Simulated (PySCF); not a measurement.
Predicted spectroscopic data

[PySCF 2.14.0 with density-fitted response routines: geometry from GFN2-xTB; couplings computed with B3LYP/pcJ-1; shielding tensors at PBE0/pcSseg-1 (GIAO); in vacuum; averaged over atoms made equivalent by symmetry, fast rotation or ring inversion; non-relativistic; one conformer]

Referencing at the same level of theory: 1H (31.72 ppm) and 13C (186.93 ppm) against TMS. Multiplet labels drop J under 1 Hz and among equivalent protons, and merge close values. Unscaled 3J(H,H) run several per cent high. Vicinal couplings that depend on rotamer populations or ring flexing (ring, CH–CH, X–H and H–F types) are those of the one conformer. Shifts are as computed. Against solution values, carbons near 30 ppm lie about +3 ppm off and those near 130 ppm about +5 ppm. Of 1211 compounds with measured shifts, 218 miss one by over three times the rms of a fit or turn the order of signals round; such compounds aren't used in these exercises. For the larger molecules the spin–dipole term is left out of H,H and C,H couplings.

Compound 1 (C3H3N3). 1H NMR (500 MHz, computed): δ 9.29 (d, J = 5.8 Hz, 2H), 7.28 (t, J = 5.8 Hz, 1H). 13C{1H} NMR (computed): δ 153.7, 123.2. Structure: `c1cnnnc1`.

Compound 2 (C5H10). 1H NMR (500 MHz, computed): δ 5.95 (ddd, J = 17.4, 11.2, 10.0 Hz, 1H), 5.37 (d, J = 17.4 Hz, 1H), 5.13 (d, J = 11.2 Hz, 1H), 2.13 (d of sept, J = 10.0, 6.9 Hz, 1H), 1.05 (d, J = 6.9 Hz, 6H). 13C{1H} NMR (computed): δ 155.8, 118.4, 40.3, 25.4. Structure: SMILES C=CC(C)C.
